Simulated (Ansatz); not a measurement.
A calculation with Ansatz (development build ahead of 0.2.0).

```yaml
crystal:
  periodic: [false, false, false]
  atoms:
    - { symbol: Cl, position_ang: [0.0, 0.0, -2.01754] }
    - { symbol: Mg, position_ang: [0.0, 0.0, 0.0] }
    - { symbol: Cl, position_ang: [0.0, 0.0, 2.01754] }
basis:
  gaussian: { orbitals: cc-pVTZ }
hamiltonian:
  xc: hf
correlation:
  method: mp2
  frozen_orbitals: { Cl: 5, Mg: 1 }
```

The input is written out in the form of the current development build from the run's settings.

The run gave:

- Converged: yes
- Reference energy: -1118.80846 hartree
- Correlation energy: -0.42918 hartree
- Total energy: -1119.23764 hartree
- Spin squared of the determinant: 0.000
